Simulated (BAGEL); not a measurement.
**PBE0/aug-cc-pVDZ (density fitting with qzvpp-jkfit) run of SiH3OF (SMILES O[SiH2]F)**

Aim: the energy change on altering one bond length of SiH3OF at PBE0/aug-cc-pVDZ (density fitting with qzvpp-jkfit), from 2 runs. 

The calculation is run with BAGEL 1.2.2.

5 further runs of the same task are left out: 3 that didn't finish, 2 set aside as unsound or not needed. Runs told in other sessions of the task aren't counted.

## 1. The molecule

The species is SiH3OF (6 atoms), meant as a singlet with charge 0. As SMILES, `O[SiH2]F`. The coordinates come from a PBE0-D4/def2-TZVP relaxation. This is one conformer, not always the lowest.

Bond lengths: O1–Si2 1.630 Å, Si2–F3 1.596 Å, O1–H4 0.958 Å, Si2–H5 1.474 Å, Si2–H6 1.482 Å. Angles: O1–Si2–F3 111.0°, O1–Si2–H5 106.4°, O1–Si2–H6 111.7°, F3–Si2–H5 108.2°, F3–Si2–H6 106.0°, Si2–O1–H4 119.1°, H5–Si2–H6 113.7°.

## 2. A single-point energy at PBE0/aug-cc-pVDZ (density fitting with qzvpp-jkfit)

input.json reads:

```json
{ "bagel" : [

{
  "title" : "molecule",
  "basis" : "aug-cc-pvdz.json",
  "df_basis" : "qzvpp-jkfit",
  "angstrom" : "true",
  "geometry" : [
    { "atom" : "O", "xyz" : [   -0.853500,   -0.209200,   -0.924100 ] },
    { "atom" : "Si", "xyz" : [    0.378300,   -0.009300,    0.123900 ] },
    { "atom" : "F", "xyz" : [    0.180800,   -0.922800,    1.417800 ] },
    { "atom" : "H", "xyz" : [   -1.714200,    0.150200,   -0.705600 ] },
    { "atom" : "H", "xyz" : [    1.595600,   -0.458500,   -0.575800 ] },
    { "atom" : "H", "xyz" : [    0.455100,    1.385600,    0.617600 ] }
  ]
},
{
  "title" : "ks",
  "xc_func" : "pbe0"
},
{
  "title" : "print",
  "file" : "orbitals.molden",
  "orbitals" : "true"
}

]}
```

The basis set aug-cc-pVDZ is read from a file made from the Basis Set Exchange's data (not shown).

Launch:

```
$ BAGEL_NUM_THREADS=1 BAGEL input.json > input.out
```

The log of the run:

```text
* using 1 threads per process

  ===============================================================
  ===============================================================

  *** Geometry ***

  { "atom" : "O", "xyz" : [     -1.612881,     -0.395331,     -1.746296 ] },
  { "atom" : "Si", "xyz" : [      0.714883,     -0.017574,      0.234137 ] },
  { "atom" : "F", "xyz" : [      0.341662,     -1.743839,      2.679254 ] },
  { "atom" : "H", "xyz" : [     -3.239369,      0.283837,     -1.333391 ] },
  { "atom" : "H", "xyz" : [      3.015247,     -0.866439,     -1.088104 ] },
  { "atom" : "H", "xyz" : [      0.860014,      2.618405,      1.167095 ] },

  Number of auxiliary basis functions:      336

  Since a DF basis is specified, we compute 2- and 3-index integrals:
    o Being stored without compression. Storage requirement is 0.027 GB

  Number of basis functions:      100
  Number of electrons      :       34

    * METHOD: MOLECULE                             0.11

  *** Kohn-Sham DFT ***

    * Removing 9389 points whose weight is below 1.00e-10
    * Grid points: 80047

  === Nuclear Repulsion ===
   119.5284298049

       - DIIS with orbital gradients will be used.

  === KS iteration (pbe0 / aug-cc-pvdz.json) ===
      0       -445.70523920          0.08963667           0.22
      1       -419.81574713          0.15779637           0.21
      2       -448.02881056          0.10695872           0.21
      3       -465.64806868          0.02841466           0.21
      4       -466.06761283          0.01442154           0.21
      5       -466.17040800          0.00366728           0.22
      6       -466.17403839          0.00243444           0.21
      7       -466.17742087          0.00047060           0.22
      8       -466.17755232          0.00012027           0.21
      9       -466.17756044          0.00000971           0.22
     10       -466.17756049          0.00000230           0.22
     11       -466.17756049          0.00000038           0.22
     12       -466.17756049          0.00000016           0.22
     13       -466.17756049          0.00000009           0.22
     14       -466.17756049          0.00000006           0.21
     15       -466.17756049          0.00000001           0.21
    * SCF iteration converged.

    * Permanent dipole moment:
           (    0.275602,    -0.546935,     0.140656) a.u.

    * METHOD: KS                                   3.78

    * METHOD: PRINT                                0.02

  ===============================================================
```

Wall time 4.2 s (1 thread of Arm Neoverse V2, shared host); peak memory 0.37 GiB.

## 3. The distorted shape

input.json, as its differences from that of step 2:

```diff
@@ -8,6 +8,6 @@
   "geometry" : [
-    { "atom" : "O", "xyz" : [   -0.853500,   -0.209200,   -0.924100 ] },
+    { "atom" : "O", "xyz" : [   -1.038240,   -0.239180,   -1.081274 ] },
     { "atom" : "Si", "xyz" : [    0.378300,   -0.009300,    0.123900 ] },
     { "atom" : "F", "xyz" : [    0.180800,   -0.922800,    1.417800 ] },
-    { "atom" : "H", "xyz" : [   -1.714200,    0.150200,   -0.705600 ] },
+    { "atom" : "H", "xyz" : [   -1.898940,    0.120220,   -0.862774 ] },
     { "atom" : "H", "xyz" : [    1.595600,   -0.458500,   -0.575800 ] },
```

The basis set aug-cc-pVDZ is read from a file made from the Basis Set Exchange's data (not shown).

Launch:

```
$ BAGEL_NUM_THREADS=1 BAGEL input.json > input.out
```

The log of the run:

```text
* using 1 threads per process

  ===============================================================
  ===============================================================

  *** Geometry ***

  { "atom" : "O", "xyz" : [     -1.961989,     -0.451985,     -2.043312 ] },
  { "atom" : "Si", "xyz" : [      0.714883,     -0.017574,      0.234137 ] },
  { "atom" : "F", "xyz" : [      0.341662,     -1.743839,      2.679254 ] },
  { "atom" : "H", "xyz" : [     -3.588477,      0.227183,     -1.630407 ] },
  { "atom" : "H", "xyz" : [      3.015247,     -0.866439,     -1.088104 ] },
  { "atom" : "H", "xyz" : [      0.860014,      2.618405,      1.167095 ] },

  Number of auxiliary basis functions:      336

  Since a DF basis is specified, we compute 2- and 3-index integrals:
    o Being stored without compression. Storage requirement is 0.027 GB

  Number of basis functions:      100
  Number of electrons      :       34

    * METHOD: MOLECULE                             0.11

  *** Kohn-Sham DFT ***

    * Removing 9012 points whose weight is below 1.00e-10
    * Grid points: 80424

  === Nuclear Repulsion ===
   113.0742649330

       - DIIS with orbital gradients will be used.

  === KS iteration (pbe0 / aug-cc-pvdz.json) ===
      0       -447.35918818          0.08936942           0.21
      1       -428.38243018          0.13099388           0.21
      2       -448.20809472          0.12522922           0.21
      3       -464.43054502          0.04829610           0.23
      4       -465.54202051          0.03009184           0.21
      5       -465.83619676          0.02254731           0.23
      6       -466.11587744          0.00921514           0.21
      7       -466.15323964          0.00374862           0.21
      8       -466.16159821          0.00071493           0.21
      9       -466.16181267          0.00019501           0.21
     10       -466.16183328          0.00002641           0.21
     11       -466.16183362          0.00000276           0.21
     12       -466.16183363          0.00000089           0.21
     13       -466.16183363          0.00000028           0.21
     14       -466.16183363          0.00000010           0.21
     15       -466.16183363          0.00000005           0.20
     16       -466.16183363          0.00000001           0.20
    * SCF iteration converged.

    * Permanent dipole moment:
           (   -0.073097,    -0.584148,    -0.105790) a.u.

    * METHOD: KS                                   3.94

    * METHOD: PRINT                                0.02

  ===============================================================
```

Wall time 4.2 s (1 thread of Arm Neoverse V2, shared host); peak memory 0.37 GiB.

## 4. Outcome

At PBE0/aug-cc-pVDZ (density fitting with qzvpp-jkfit):

```
                                                          quantity          value
                                         first shape: total energy  -466.17756 Eh
                                        first shape: dipole moment         1.60 D
                                          first shape: HOMO energy       -9.34 eV
                                          first shape: LUMO energy       -0.37 eV
                                        first shape: HOMO–LUMO gap        8.97 eV
                                     distorted shape: total energy  -466.16183 Eh
                                    distorted shape: dipole moment         1.52 D
                                      distorted shape: HOMO energy       -9.04 eV
                                      distorted shape: LUMO energy       -0.49 eV
                                    distorted shape: HOMO–LUMO gap        8.55 eV
energy change with the O1–Si2 bond stretched from 1.630 to 1.874 Å       0.428 eV
```

What this shows: With the O1–Si2 bond stretched from 1.630 to 1.874 Å the energy rises by 0.43 eV (9.9 kcal/mol). The first shape isn't relaxed at this level, so the change isn't measured from a minimum.
